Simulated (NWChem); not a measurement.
All runs are NWChem calculations. System: S (-1), charge -1, spin multiplicity 2. Its SCF solution wasn't tested for a lower state. Level: UB3LYP/aug-cc-pVDZ, VWN1-RPA local correlation.

Job file:

```
start mol
memory heap 200 mb stack 900 mb global 1100 mb
charge -1
geometry units angstroms nocenter noautoz
  S      0.000000     0.000000     0.000000
  symmetry group D2h
end
basis spherical
  * library aug-cc-pvdz
end
dft
  xc b3lyp
  odft
  mult 2
  semidirect memsize 60000000 filesize 0
  iterations 100
end
task dft energy
```

Part of the output:

```
             Northwest Computational Chemistry Package (NWChem) 7.3.0
             --------------------------------------------------------

                                NWChem Input Module
                                -------------------

 Scaling coordinates for geometry "geometry" by  1.889725989
 (inverse scale =  0.529177249)

                             Geometry "geometry" -> ""
                             -------------------------

 Output coordinates in angstroms (scale by  1.889725989 to convert to a.u.)

  No.       Tag          Charge          X              Y              Z
 ---- ---------------- ---------- -------------- -------------- --------------
    1 S                   16.0000     0.00000000     0.00000000     0.00000000

 Effective nuclear repulsion energy (a.u.)       0.0000000000

            Nuclear Dipole moment (a.u.)
            ----------------------------
        X                 Y               Z
 ---------------- ---------------- ----------------
     0.0000000000     0.0000000000     0.0000000000

      Symmetry information
      --------------------

 Group name             D2h
 Group number             26
 Group order               8
 No. of unique centers     1

      Symmetry unique atoms

     1


 Summary of "ao basis" -> "" (spherical)
 ------------------------------------------------------------------------------
       Tag                 Description            Shells   Functions and Types
 ---------------- ------------------------------  ------  ---------------------
 *                        aug-cc-pvdz                 on all atoms

                                 NWChem DFT Module
                                 -----------------

 Summary of "ao basis" -> "ao basis" (spherical)
 ------------------------------------------------------------------------------
       Tag                 Description            Shells   Functions and Types
 ---------------- ------------------------------  ------  ---------------------
 S                        aug-cc-pvdz               11       27   5s4p2d

 Summary of "ao basis" -> "ao basis" (spherical)
[...]
     5      1.649822  1 S  s                  4     -1.205945  1 S  s
     2      0.130451  1 S  s                  3     -0.036781  1 S  s

 Vector   12  Occ=0.000000D+00  E= 2.263179D-01  Symmetry=b2u
              MO Center=  6.6D-30, -2.3D-16, -6.9D-30, r^2= 1.0D+01
   Bfn.  Coefficient  Atom+Function         Bfn.  Coefficient  Atom+Function
  ----- ------------  ---------------      ----- ------------  ---------------
    16      1.207240  1 S  py                13     -0.605816  1 S  py
    10     -0.201117  1 S  py

                     DFT Final Beta Molecular Orbital Analysis
                     -----------------------------------------

 Vector    6  Occ=1.000000D+00  E=-3.597114D-01  Symmetry=ag
              MO Center= -3.9D-37, -3.9D-37, -6.9D-37, r^2= 1.0D+00
   Bfn.  Coefficient  Atom+Function         Bfn.  Coefficient  Atom+Function
  ----- ------------  ---------------      ----- ------------  ---------------
     3      0.538101  1 S  s                  4      0.516493  1 S  s
     5      0.060303  1 S  s

 Vector    7  Occ=1.000000D+00  E= 1.138332D-02  Symmetry=b3u
              MO Center=  3.4D-26,  1.6D-33, -3.9D-32, r^2= 2.1D+00
   Bfn.  Coefficient  Atom+Function         Bfn.  Coefficient  Atom+Function
  ----- ------------  ---------------      ----- ------------  ---------------
     9      0.508038  1 S  px                12      0.462275  1 S  px
    15      0.233186  1 S  px

 Vector    8  Occ=1.000000D+00  E= 1.138332D-02  Symmetry=b2u
              MO Center= -5.2D-33,  2.0D-26,  1.3D-31, r^2= 2.1D+00
   Bfn.  Coefficient  Atom+Function         Bfn.  Coefficient  Atom+Function
  ----- ------------  ---------------      ----- ------------  ---------------
    10      0.508038  1 S  py                13      0.462275  1 S  py
    16      0.233186  1 S  py

 Vector    9  Occ=0.000000D+00  E= 8.257020D-02  Symmetry=b1u
              MO Center= -1.4D-14,  1.3D-14, -9.7D-13, r^2= 2.7D+00
   Bfn.  Coefficient  Atom+Function         Bfn.  Coefficient  Atom+Function
  ----- ------------  ---------------      ----- ------------  ---------------
    11      0.463874  1 S  pz                14      0.427427  1 S  pz
    17      0.336481  1 S  pz

 Vector   10  Occ=0.000000D+00  E= 2.253646D-01  Symmetry=ag
              MO Center=  2.2D-15,  2.2D-15,  5.3D-16, r^2= 6.8D+00
   Bfn.  Coefficient  Atom+Function         Bfn.  Coefficient  Atom+Function
  ----- ------------  ---------------      ----- ------------  ---------------
     5      1.658772  1 S  s                  4     -1.235992  1 S  s
     2      0.142699  1 S  s

 Vector   11  Occ=0.000000D+00  E= 2.281401D-01  Symmetry=b2u
              MO Center=  6.0D-32, -2.2D-15,  1.1D-30, r^2= 1.0D+01
   Bfn.  Coefficient  Atom+Function         Bfn.  Coefficient  Atom+Function
  ----- ------------  ---------------      ----- ------------  ---------------
    16      1.203634  1 S  py                13     -0.624728  1 S  py
    10     -0.210090  1 S  py

   alpha - beta orbital overlaps
   -----------------------------

   alpha      1      2      3      4      5      6      7      8      9     10
    beta      1      2      3      4      5      6      9      8      7     13
 overlap   1.000  1.000  1.000  1.000  1.000  0.999  0.983  1.000  1.000  0.983

   alpha     11     12     13     14     15     16     17     18     19     20
    beta     10     11     12     18     17     16     15     14     21     19
 overlap   1.000  1.000  1.000  0.999  1.000  1.000  1.000  1.000  0.999  1.000

   alpha     21     22     23     24     25     26     27
    beta     20     22     27     26     25     24     23
 overlap   1.000  0.999  0.998  1.000  1.000  1.000  1.000

     --------------------------
     Expectation value of S2:
     --------------------------
      <S2> =      0.7536 (Exact =     0.7500)

 Task  times  cpu:        1.0s     wall:        1.0s

 Total times  cpu:        1.0s     wall:        1.0s
```
